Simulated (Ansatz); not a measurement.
**Redistribution: C4H9Cl + C2H5Cl → C3H6Cl2 + C3H8**

Species: C4H9Cl (1-chlorobutane) `CCCCCl`, singlet; C2H5Cl `CCCl`, singlet; C3H6Cl2 (1,3-dichloropropane) `ClCCCCl`, singlet; C3H8 `CCC`, singlet. The partners trade CH3 for Cl; both sit on C, so the bond types are kept.

Shapes, held fixed at every level: PBE0-D4/def2-TZVP. Flexible molecules stand in one conformer, not always the lowest. Programs: Ansatz 0.2.0. The zero-point and thermal change to 298 K, harmonic and unscaled (PBE0-D4/def2-TZVP), is -0.1 kJ/mol.

**What was measured.** Tabulated heats of formation (Active Thermochemical Tables, CRC Handbook of Chemistry and Physics): C4H9Cl -154.4 (CRC); C2H5Cl -111.2 (ATcT); C3H6Cl2 -159.2 (CRC); C3H8 -104.4 (ATcT) kJ/mol, which give ΔH(298 K) = +2.1 kJ/mol.

| level | kind | ΔH (kJ/mol) | computed − measured |
| --- | --- | --- | --- |
| HF/def2-TZVPP | Hartree–Fock | +4.3 | +2.3 |
| r2SCAN-D4/def2-TZVPP | meta-GGA | +4.6 | +2.6 |
| wB97M-V/def2-TZVPP | range-separated hybrid | +4.0 | +1.9 |
| B2PLYP/def2-TZVPP | double hybrid | +3.8 | +1.8 |
| CCSD/def2-SVP | coupled cluster or CI | +2.5 | +0.5 |
| CCSD(T)/def2-TZVPP | coupled cluster or CI | +3.5 | +1.4 |
| CCSD/def2-TZVPP | coupled cluster or CI | +3.5 | +1.5 |
| CCSD(T)/CBS estimate | coupled cluster or CI | +4.2 | +2.1 |

All levels lie within 4 kJ/mol, near the uncertainty of the heats themselves, so they can't be ranked here. The heats of C4H9Cl, C3H6Cl2 come from older tables and can be uncertain by 10 kJ/mol or more. The CBS estimate extrapolates MP2 from def2-TZVPP and def2-QZVPP and adds CCSD(T) − MP2 in the triple-zeta set, cores frozen.
